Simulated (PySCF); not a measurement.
C₅H₃N.
Bonds: C1–C2 (triple), C2–C3, C3–C4 (double), C3–C5, C5–N6 (triple). Hydrogens: H7 on C1; H8, H9 on C4.

A GFN2-xTB structure was refined with PySCF 2.14.0, PBE0-D3(BJ)/def2-SVP geometry optimisation, gas phase. Its GFN2-xTB values:

```
coordinate  GFN2-xTB
     C1≡C2   1.200 Å
     C1–H7   1.049 Å
     C2–C3   1.418 Å
     C3=C4   1.338 Å
     C3–C5   1.422 Å
     C4–H8   1.077 Å
     C4–H9   1.077 Å
     C5≡N6   1.145 Å
  C1–C2–C3    178.5°
  C2–C3–C4    123.8°
  C2–C3–C5    114.8°
  C3–C5–N6    179.8°
  C4–C3–C5    121.3°
```

Q: How do these coordinates change at the PBE0-D3(BJ)/def2-SVP level?

A: 
| coordinate | PBE0-D3(BJ)/def2-SVP (Å or °) | change |
| --- | --- | --- |
| C1–H7 | 1.075 | +0.026 |
| C3–C5 | 1.440 | +0.018 |
| C4–H8 | 1.091 | +0.014 |
| C4–H9 | 1.091 | +0.014 |
| C2–C3 | 1.431 | +0.013 |
| C5≡N6 | 1.158 | +0.013 |
| C1≡C2 | 1.212 | +0.012 |
| C3=C4 | 1.348 | +0.010 |
| C2–C3–C5 | 116.4 | +1.6 |
| C4–C3–C5 | 120.2 | -1.1 |
| C2–C3–C4 | 123.4 | -0.4 |
| C1–C2–C3 | 178.8 | +0.3 |
| C3–C5–N6 | 179.9 | +0.1 |

The energy falls by 0.059 eV over 5 energy and gradient evaluations, the largest force component goes from 0.0308 to 3.3e-04 Eh/bohr, and the atoms move by 0.034 Å rms after alignment. The bond that changes most is C1–H7 (terminal alkyne carbon to alkyne hydrogen), which lengthens by 0.026 Å. Bonds longer at the end by more than 0.005 Å: 8 of 8; shorter: 0. Rotational constants go from 6283, 3000, 2030 to 6326, 2879, 1979 MHz.

The run used 99 basis functions and 35 SCF cycles in all. Time: 15 s wall. Hardware: an Arm Neoverse V1 with one thread, shared host.

PBE0-D3(BJ)/def2-SVP frequencies: not computed here.
